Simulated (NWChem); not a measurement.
**Dipole moment of sulfur dioxide (O$_{2}$S)**

```
S
O 1 1.4543
O 1 1.4543 2 118.58
```
Charge 0, spin multiplicity 1.

All runs are NWChem calculations. Structure: optimised with PBE0/def2-SVP, a minimum by its harmonic frequencies.

Basis set: 6-31G*. The CCSD dipole comes from the Λ equations, without orbital relaxation.

The correlated methods keep 7 core orbitals frozen. B3LYP has NWChem's definition, with VWN1-RPA local correlation. The Pople sets run with spherical d functions. No row is a measurement; the coupled-cluster row has its own basis-set and correlation limits.

Problem. For the dipole moment, HF gives 2.36 D and BHandHLYP gives 2.03 D. What do PBE, B3LYP, CCSD give?

Solution. PBE: 1.57 D; B3LYP: 1.79 D; CCSD: 1.90 D.
